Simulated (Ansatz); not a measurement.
# BH3OS: small, medium and large basis sets

One table from this session's results is given with a row withheld; the runs are named, their logs left out.

Method: one geometry, several basis sets; program: Ansatz 0.2.0, Gaussian basis.

Levels to be run: PBE0-D4/def2-SVP; ωB97M-V/def2-SVP; PBE0-D4/def2-QZVPP; ωB97M-V/def2-QZVPP; CCSD(T)/cc-pV(D+d)Z; CCSD(T)/cc-pV(T+d)Z; CCSD(T)/cc-pV(Q+d)Z; the functionals' def2-TZVPP values are taken from earlier runs.

## The geometry

An earlier PBE0-D4 in a triple-zeta def2 set relaxation fixed the geometry.

SMILES `OBS`, 6 atoms, charge 0, spin multiplicity 1.

Atoms are counted from 1 here; the program's logs count them from 0.

Bond lengths: O1–B2 1.351 Å, O1–H4 0.961 Å, B2–S3 1.813 Å, B2–H5 1.193 Å, S3–H6 1.340 Å. Angles: B2–O1–H4 115.3°, O1–B2–S3 121.4°, O1–B2–H5 118.0°, S3–B2–H5 120.6°, B2–S3–H6 96.0°.

The first run:

in.yaml reads:

```yaml
crystal:
  periodic: [false, false, false]
  atoms:
    - {symbol: O, position_ang: [-1.104433, -0.090357, -1.001808]}
    - {symbol: B, position_ang: [0.054637, 0.169675, -0.358106]}
    - {symbol: S, position_ang: [0.336897, -0.392492, 1.342095]}
    - {symbol: H, position_ang: [-1.753104, -0.587079, -0.495385]}
    - {symbol: H, position_ang: [0.894345, 0.783624, -0.941867]}
    - {symbol: H, position_ang: [1.571657, 0.116628, 1.455072]}
basis:
  gaussian: {orbitals: def2-SVP}
hamiltonian: {xc: pbe0, dispersion: d4}
output: {orbitals: {seedname: orbitals}}
```

On the command line:

```sh
$ ansatz run in.yaml --threads 2 --pin off --events-out ev --progress --plain --max-ram 32768MiB --backend cpu
```

Among the steps run: PBE0-D4 in def2-SVP; ωB97M-V in def2-SVP; PBE0-D4 in def2-QZVPP; ωB97M-V in def2-QZVPP.

One of the session's tables, all rows but one given; the rest of the session is left out.

| functional | basis | HOMO (eV) | LUMO (eV) |
| --- | --- | --- | --- |
| PBE0-D4 | def2-SVP | -7.74 | 0.28 |
| PBE0-D4 | def2-TZVPP | -7.90 | -0.05 |
| PBE0-D4 | def2-QZVPP | -7.93 | -0.15 |
| ωB97M-V | def2-SVP | -9.89 | 2.40 |
| ωB97M-V | def2-TZVPP | -10.09 | 1.81 |
| ωB97M-V | def2-QZVPP | ? | ? |

**Question.** Estimate the row for ωB97M-V, def2-QZVPP.

**Answer.** HOMO (eV): -10.13; LUMO (eV): 1.39. In the column «HOMO (eV)» it is the lowest.
